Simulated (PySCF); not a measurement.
Species: ethane, C$_{2}$H$_{6}$, charge 0, multiplicity 1. 
Coordinates optimised at B3LYP-D3(BJ)/def2-TZVP (Ansatz):
```
C
H 1 1.0919
H 1 1.0919 2 107.56
H 1 1.0919 2 107.56 3 -115.60
C 1 1.5262 2 111.32 4 -122.20
H 5 1.0919 1 111.32 2 180.00
H 5 1.0919 6 107.56 1 122.20
H 5 1.0919 6 107.56 7 115.60
```
Charge 0, spin multiplicity 1.

Dispersion corrections to the total energy (kcal/mol) from the dftd3 and dftd4 libraries through PySCF: D3(BJ) without and D4 with the three-body term, each with the damping fitted for the functional named.

```tsv
functional	D3(BJ)	D4
LC-wPBE	-1.71	-1.85
revPBE	-5.75	…
TPSSh	…	-2.07
B3LYP	-3.40	…
B2PLYP	-1.45	-1.16
PBE0	-1.67	-1.37
PBE	-2.07	-1.69
```

Task: Complete the blanks.

Result: 
- revPBE, D4: -6.97
- TPSSh, D3(BJ): -2.22
- B3LYP, D4: -2.69
